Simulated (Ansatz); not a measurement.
Two isomers of C6H10: A = `CC1=CCCC1`, B = `CC#CCCC`.

Calculated with Ansatz (gas phase, PBE0-D4/def2-TZVP geometries, no zero-point term in ΔE). CCSD(T)/CBS is the MP2 limit (def2-TZVPP, def2-QZVPP) plus CCSD(T) − MP2 in def2-TZVPP, frozen cores. DFT in def2-TZVPP. B3LYP here is the variant with VWN-RPA as its local correlation; programs differ in this. Each species was taken in one conformer, which may not be the lowest.

(1) Which is lower in electronic energy at CCSD(T)/CBS, and by how much? (An estimate is asked.)

(2) Give E(B) − E(A) in kJ/mol with HF/def2-TZVPP, CCSD(T)/def2-SVP, LDA (SPW92), B3LYP, B3LYP-D4, B2PLYP, PBE-D4. (An estimate is asked.)

(3) Does the order hold for the free energy at 298.15 K (harmonic terms from PBE0-D4)? (Estimate.)

Largest T1 diagnostic: 0.010.

Answers

(1) Computed: A, by 112.4 kJ/mol.

(2) The calculation gave: HF/def2-TZVPP 95.8, CCSD(T)/def2-SVP 117.7, LDA (SPW92) 143.5, B3LYP 97.2, B3LYP-D4 105.9, B2PLYP 100.7, PBE-D4 120.0. None reverses the order clearly.

(3) The calculation gave: Yes: G(B) − G(A) = +95.4 kJ/mol, for one conformer each. Modes under 60 cm⁻¹, often nearly free rotors, make the harmonic entropy too high.

From PBE to PBE0 (25 % exact exchange), in def2-TZVPP and without D4, E(B) − E(A) moves by +10.1 kJ/mol. The D4 term adds +8.7 kJ/mol with B3LYP and +4.3 kJ/mol with PBE0; it sums over pairs of atoms, weighted by their polarisabilities, and B3LYP, whose exchange is more repulsive, gets the larger term.
